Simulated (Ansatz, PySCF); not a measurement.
System: isobutene, C4H8, net charge 0, singlet state. SMILES: C=C(C)C
Geometry: optimised at B3LYP-D3(BJ)/def2-TZVP (Ansatz, an electronic-structure program).

Wanted: vertical ionisation energy (to the doublet state of charge +1; each state is the SCF solution reached for its spin), in eV. Correlated levels leave the core frozen unless marked. UHF or UKS for open shells. Spin-orbit coupling is left out. Non-relativistic. 

| level | program | vertical ionisation energy (eV) |
|---|---|---|
| HF/aug-cc-pVDZ | Ansatz | 7.93 |
| RI-HF/aug-cc-pVTZ | Ansatz | 7.92 |
| SVWN5/def2-TZVPD | Ansatz | 9.44 |
| r2SCAN/def2-TZVPD | Ansatz | 9.11 |
| B3LYP/def2-TZVPD | Ansatz | 9.26 |
| PBE0/def2-TZVPD | Ansatz | 9.20 |
| BHLYP/def2-TZVPD | Ansatz | 9.05 |
| CAM-B3LYP/def2-TZVPD | Ansatz | 9.29 |
| wB97M-V/def2-TZVPD | Ansatz | 9.28 |
| wB97X-V/def2-TZVPD | Ansatz | 9.28 |
| MP2/aug-cc-pVDZ | Ansatz | 9.53 |
| RI-MP2/aug-cc-pVTZ | Ansatz | 9.65 |
| SCS-MP2/aug-cc-pVDZ | Ansatz | 9.47 |
| CCSD/aug-cc-pVDZ | Ansatz | 9.32 |

For comparison, minus the highest occupied orbital energy (PySCF): 8.26 eV at M06-2X/def2-TZVPD, 6.41 eV at TPSSh/def2-TZVPD, 9.46 eV at HF/def2-TZVPD.
